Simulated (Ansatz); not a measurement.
# Molecular dynamics of C2H4F2S

input.yaml

```yaml
crystal:
  periodic: [false, false, false]
  atoms:
    - { symbol: C, position_ang: [-0.880889, -0.256131, 1.01903] }
    - { symbol: S, position_ang: [0.311909, 1.06522, 0.593861] }
    - { symbol: C, position_ang: [0.928677, 0.348077, -0.962247] }
    - { symbol: F, position_ang: [1.483553, -0.890755, -0.76104] }
    - { symbol: F, position_ang: [-0.082127, 0.179753, -1.875259] }
    - { symbol: H, position_ang: [-1.377239, 0.052757, 1.950534] }
    - { symbol: H, position_ang: [-0.356683, -1.209879, 1.179077] }
    - { symbol: H, position_ang: [-1.630349, -0.362607, 0.220905] }
    - { symbol: H, position_ang: [1.691649, 1.027166, -1.381962] }
magnetization:
  spin_polarized: true
basis:
  gaussian: { orbitals: "6-31G*" }
hamiltonian:
  xc: pbe
md:
  timestep: 0.25
  n_steps: 300
  ensemble: nvt_langevin
  temperature: 1500.0
  initial_velocities: maxwell_boltzmann
  seed: 817253
  friction: 0.01
```

Launched with:

```bash
$ ansatz run input.yaml --threads 2 --pin off --max-ram 3072MiB --backend cpu --events-out ev --progress --plain --runs-dir out
```

It starts from a relaxed structure.

Output, in part (one step line in 4, the closing report, with atoms numbered from 0):

```
md step     0: t =     0.00 fs  T =  1333.3 K  F+E_penalty+E_count = -18394.80067239 eV  E_kin = 1.551120 eV  (28 SCF iters)
md step     4: t =     1.00 fs  T =  1206.6 K  F+E_penalty+E_count = -18394.66557833 eV  E_kin = 1.403695 eV  (32 SCF iters)
md step     8: t =     2.00 fs  T =  1153.4 K  F+E_penalty+E_count = -18394.40394674 eV  E_kin = 1.341852 eV  (33 SCF iters)
md step    12: t =     3.00 fs  T =  1015.3 K  F+E_penalty+E_count = -18394.19677595 eV  E_kin = 1.181104 eV  (31 SCF iters)
md step    16: t =     4.00 fs  T =   888.4 K  F+E_penalty+E_count = -18394.14777258 eV  E_kin = 1.033558 eV  (33 SCF iters)
md step    20: t =     5.00 fs  T =   822.6 K  F+E_penalty+E_count = -18394.18820125 eV  E_kin = 0.956950 eV  (31 SCF iters)
md step    24: t =     6.00 fs  T =   904.4 K  F+E_penalty+E_count = -18394.20026875 eV  E_kin = 1.052103 eV  (32 SCF iters)
md step    28: t =     7.00 fs  T =   763.6 K  F+E_penalty+E_count = -18394.11460122 eV  E_kin = 0.888312 eV  (32 SCF iters)
md step    32: t =     8.00 fs  T =   609.2 K  F+E_penalty+E_count = -18393.95318904 eV  E_kin = 0.708754 eV  (33 SCF iters)
md step    36: t =     9.00 fs  T =   532.4 K  F+E_penalty+E_count = -18393.86344359 eV  E_kin = 0.619361 eV  (34 SCF iters)
md step    40: t =    10.00 fs  T =   643.3 K  F+E_penalty+E_count = -18393.98882467 eV  E_kin = 0.748329 eV  (33 SCF iters)
md step    44: t =    11.00 fs  T =   854.1 K  F+E_penalty+E_count = -18394.18901926 eV  E_kin = 0.993635 eV  (33 SCF iters)
md step    48: t =    12.00 fs  T =   913.4 K  F+E_penalty+E_count = -18394.19389875 eV  E_kin = 1.062577 eV  (33 SCF iters)
md step    52: t =    13.00 fs  T =   722.8 K  F+E_penalty+E_count = -18394.04153222 eV  E_kin = 0.840805 eV  (32 SCF iters)
md step    56: t =    14.00 fs  T =   634.6 K  F+E_penalty+E_count = -18393.91165372 eV  E_kin = 0.738225 eV  (32 SCF iters)
md step    60: t =    15.00 fs  T =   570.6 K  F+E_penalty+E_count = -18393.88962368 eV  E_kin = 0.663770 eV  (33 SCF iters)
md step    64: t =    16.00 fs  T =   658.9 K  F+E_penalty+E_count = -18394.00830502 eV  E_kin = 0.766503 eV  (32 SCF iters)
md step    68: t =    17.00 fs  T =   725.8 K  F+E_penalty+E_count = -18394.17104254 eV  E_kin = 0.844345 eV  (33 SCF iters)
md step    72: t =    18.00 fs  T =   846.0 K  F+E_penalty+E_count = -18394.25533586 eV  E_kin = 0.984157 eV  (32 SCF iters)
md step    76: t =    19.00 fs  T =   778.0 K  F+E_penalty+E_count = -18394.13259336 eV  E_kin = 0.905028 eV  (32 SCF iters)
md step    80: t =    20.00 fs  T =   652.5 K  F+E_penalty+E_count = -18393.91999666 eV  E_kin = 0.759073 eV  (32 SCF iters)
md step    84: t =    21.00 fs  T =   724.2 K  F+E_penalty+E_count = -18393.95851351 eV  E_kin = 0.842456 eV  (32 SCF iters)
md step    88: t =    22.00 fs  T =   935.7 K  F+E_penalty+E_count = -18394.15889147 eV  E_kin = 1.088584 eV  (32 SCF iters)
md step    92: t =    23.00 fs  T =   976.1 K  F+E_penalty+E_count = -18394.16713657 eV  E_kin = 1.135498 eV  (32 SCF iters)
md step    96: t =    24.00 fs  T =   811.5 K  F+E_penalty+E_count = -18393.96294831 eV  E_kin = 0.944057 eV  (32 SCF iters)
md step   100: t =    25.00 fs  T =   602.1 K  F+E_penalty+E_count = -18393.73293429 eV  E_kin = 0.700425 eV  (33 SCF iters)
md step   104: t =    26.00 fs  T =   601.1 K  F+E_penalty+E_count = -18393.67883227 eV  E_kin = 0.699284 eV  (32 SCF iters)
md step   108: t =    27.00 fs  T =   701.8 K  F+E_penalty+E_count = -18393.79736582 eV  E_kin = 0.816375 eV  (33 SCF iters)
md step   112: t =    28.00 fs  T =   888.0 K  F+E_penalty+E_count = -18393.99198604 eV  E_kin = 1.033046 eV  (33 SCF iters)
md step   116: t =    29.00 fs  T =  1095.2 K  F+E_penalty+E_count = -18394.13965824 eV  E_kin = 1.274081 eV  (32 SCF iters)
md step   120: t =    30.00 fs  T =  1067.8 K  F+E_penalty+E_count = -18394.15539496 eV  E_kin = 1.242196 eV  (32 SCF iters)
md step   124: t =    31.00 fs  T =  1019.4 K  F+E_penalty+E_count = -18394.08104602 eV  E_kin = 1.185930 eV  (32 SCF iters)
md step   128: t =    32.00 fs  T =  1040.2 K  F+E_penalty+E_count = -18394.06423902 eV  E_kin = 1.210087 eV  (31 SCF iters)
md step   132: t =    33.00 fs  T =  1245.8 K  F+E_penalty+E_count = -18394.19868291 eV  E_kin = 1.449274 eV  (32 SCF iters)
md step   136: t =    34.00 fs  T =  1207.1 K  F+E_penalty+E_count = -18394.27964485 eV  E_kin = 1.404248 eV  (32 SCF iters)
md step   140: t =    35.00 fs  T =  1169.1 K  F+E_penalty+E_count = -18394.22405635 eV  E_kin = 1.360066 eV  (32 SCF iters)
md step   144: t =    36.00 fs  T =  1087.9 K  F+E_penalty+E_count = -18394.11489092 eV  E_kin = 1.265601 eV  (32 SCF iters)
md step   148: t =    37.00 fs  T =  1059.2 K  F+E_penalty+E_count = -18394.05328689 eV  E_kin = 1.232217 eV  (32 SCF iters)
md step   152: t =    38.00 fs  T =  1001.6 K  F+E_penalty+E_count = -18394.06715035 eV  E_kin = 1.165243 eV  (32 SCF iters)
md step   156: t =    39.00 fs  T =  1165.8 K  F+E_penalty+E_count = -18394.14683860 eV  E_kin = 1.356218 eV  (32 SCF iters)
md step   160: t =    40.00 fs  T =  1115.8 K  F+E_penalty+E_count = -18394.21352445 eV  E_kin = 1.298008 eV  (33 SCF iters)
md step   164: t =    41.00 fs  T =  1114.8 K  F+E_penalty+E_count = -18394.19502193 eV  E_kin = 1.296917 eV  (32 SCF iters)
md step   168: t =    42.00 fs  T =  1043.6 K  F+E_penalty+E_count = -18394.10347452 eV  E_kin = 1.214095 eV  (32 SCF iters)
md step   172: t =    43.00 fs  T =  1150.1 K  F+E_penalty+E_count = -18394.03334680 eV  E_kin = 1.337957 eV  (33 SCF iters)
md step   176: t =    44.00 fs  T =  1150.7 K  F+E_penalty+E_count = -18394.02819241 eV  E_kin = 1.338681 eV  (32 SCF iters)
md step   180: t =    45.00 fs  T =  1175.3 K  F+E_penalty+E_count = -18393.99664786 eV  E_kin = 1.367308 eV  (33 SCF iters)
md step   184: t =    46.00 fs  T =  1046.8 K  F+E_penalty+E_count = -18393.87098895 eV  E_kin = 1.217785 eV  (33 SCF iters)
md step   188: t =    47.00 fs  T =   975.1 K  F+E_penalty+E_count = -18393.72794671 eV  E_kin = 1.134332 eV  (31 SCF iters)
md step   192: t =    48.00 fs  T =   886.6 K  F+E_penalty+E_count = -18393.64336140 eV  E_kin = 1.031413 eV  (33 SCF iters)
md step   196: t =    49.00 fs  T =   787.6 K  F+E_penalty+E_count = -18393.64723090 eV  E_kin = 0.916194 eV  (33 SCF iters)
md step   200: t =    50.00 fs  T =   922.4 K  F+E_penalty+E_count = -18393.73515589 eV  E_kin = 1.073035 eV  (32 SCF iters)
md step   204: t =    51.00 fs  T =   949.4 K  F+E_penalty+E_count = -18393.84291370 eV  E_kin = 1.104425 eV  (32 SCF iters)
md step   208: t =    52.00 fs  T =  1070.9 K  F+E_penalty+E_count = -18393.92807228 eV  E_kin = 1.245772 eV  (32 SCF iters)
md step   212: t =    53.00 fs  T =  1061.1 K  F+E_penalty+E_count = -18393.93039031 eV  E_kin = 1.234406 eV  (31 SCF iters)
md step   216: t =    54.00 fs  T =  1111.6 K  F+E_penalty+E_count = -18393.93558644 eV  E_kin = 1.293218 eV  (32 SCF iters)
md step   220: t =    55.00 fs  T =  1072.5 K  F+E_penalty+E_count = -18393.97791186 eV  E_kin = 1.247738 eV  (32 SCF iters)
md step   224: t =    56.00 fs  T =   970.6 K  F+E_penalty+E_count = -18393.96645648 eV  E_kin = 1.129173 eV  (32 SCF iters)
md step   228: t =    57.00 fs  T =   927.5 K  F+E_penalty+E_count = -18393.87790301 eV  E_kin = 1.078953 eV  (31 SCF iters)
md step   232: t =    58.00 fs  T =   949.8 K  F+E_penalty+E_count = -18393.79379119 eV  E_kin = 1.104947 eV  (31 SCF iters)
md step   236: t =    59.00 fs  T =  1022.1 K  F+E_penalty+E_count = -18393.77398714 eV  E_kin = 1.189108 eV  (32 SCF iters)
md step   240: t =    60.00 fs  T =  1090.0 K  F+E_penalty+E_count = -18393.84459941 eV  E_kin = 1.268014 eV  (32 SCF iters)
md step   244: t =    61.00 fs  T =  1198.6 K  F+E_penalty+E_count = -18393.95485463 eV  E_kin = 1.394358 eV  (32 SCF iters)
md step   248: t =    62.00 fs  T =  1231.7 K  F+E_penalty+E_count = -18394.02069478 eV  E_kin = 1.432922 eV  (31 SCF iters)
md step   252: t =    63.00 fs  T =  1229.7 K  F+E_penalty+E_count = -18393.97231282 eV  E_kin = 1.430557 eV  (32 SCF iters)
md step   256: t =    64.00 fs  T =  1225.3 K  F+E_penalty+E_count = -18393.85722567 eV  E_kin = 1.425384 eV  (32 SCF iters)
md step   260: t =    65.00 fs  T =  1007.0 K  F+E_penalty+E_count = -18393.79674503 eV  E_kin = 1.171475 eV  (32 SCF iters)
md step   264: t =    66.00 fs  T =   990.7 K  F+E_penalty+E_count = -18393.79151654 eV  E_kin = 1.152531 eV  (32 SCF iters)
md step   268: t =    67.00 fs  T =   972.1 K  F+E_penalty+E_count = -18393.81378929 eV  E_kin = 1.130880 eV  (31 SCF iters)
md step   272: t =    68.00 fs  T =   870.4 K  F+E_penalty+E_count = -18393.76801690 eV  E_kin = 1.012614 eV  (32 SCF iters)
md step   276: t =    69.00 fs  T =   767.3 K  F+E_penalty+E_count = -18393.65788588 eV  E_kin = 0.892611 eV  (31 SCF iters)
md step   280: t =    70.00 fs  T =   691.1 K  F+E_penalty+E_count = -18393.55436895 eV  E_kin = 0.803968 eV  (32 SCF iters)
md step   284: t =    71.00 fs  T =   803.9 K  F+E_penalty+E_count = -18393.58644571 eV  E_kin = 0.935213 eV  (32 SCF iters)
md step   288: t =    72.00 fs  T =   840.5 K  F+E_penalty+E_count = -18393.66023949 eV  E_kin = 0.977732 eV  (32 SCF iters)
md step   292: t =    73.00 fs  T =  1016.6 K  F+E_penalty+E_count = -18393.73796152 eV  E_kin = 1.182681 eV  (32 SCF iters)
md step   296: t =    74.00 fs  T =  1140.9 K  F+E_penalty+E_count = -18393.80032226 eV  E_kin = 1.327303 eV  (32 SCF iters)
md step   300: t =    75.00 fs  T =  1274.2 K  F+E_penalty+E_count = -18393.86034884 eV  E_kin = 1.482367 eV  (32 SCF iters)
Total energy: -18393.86037049 eV, -675.9619008090 hartree
Atom 0 at    -1.390123    -0.138308     1.189567 Å, force    -0.227482     2.220090    -0.354145 eV/Å
Atom 1 at     0.301223     0.703930     0.899805 Å, force     0.190886    -0.058996     1.359399 eV/Å
Atom 2 at     0.816862     0.450141    -0.831578 Å, force     0.087792    -0.078174    -1.276093 eV/Å
Atom 3 at     2.053015    -0.289381    -0.873500 Å, force    -2.054652     0.909957    -0.119565 eV/Å
Atom 4 at    -0.221779    -0.184582    -1.497198 Å, force     0.722605    -0.529109     0.108986 eV/Å
Atom 5 at    -1.621902    -0.445903     2.277787 Å, force     0.535029     1.446287    -1.211439 eV/Å
Atom 6 at    -1.457057    -1.056755     0.697616 Å, force     0.240487    -1.874504    -1.393892 eV/Å
Atom 7 at    -2.059704     0.597838     0.604783 Å, force     0.143569    -1.162869     1.610443 eV/Å
Atom 8 at     0.952610     1.402457    -1.464825 Å, force     0.361767    -0.872683     1.276305 eV/Å
Dipole moment:    -0.396930     0.042698     0.002187 e Å
```

All steps were run. The mean temperature of the second half is 32 % below the set value. A run of 0.075 ps of so small a system gives no equilibrium averages.

The same pairs are bonded in the first frame and the last. Pairs count as bonded within 1.25 times the sum of covalent radii (0.12 Å more for H–H).

Last frame:

```xyz
9
Properties=species:S:1:pos:R:3
C -1.390 -0.138 1.190
S 0.301 0.704 0.900
C 0.817 0.450 -0.832
F 2.053 -0.289 -0.874
F -0.222 -0.185 -1.497
H -1.622 -0.446 2.278
H -1.457 -1.057 0.698
H -2.060 0.598 0.605
H 0.953 1.403 -1.465
```

Time of the run: 20 min on 2 threads of Arm Neoverse N1, on a shared host, peak memory 0.16 GiB.
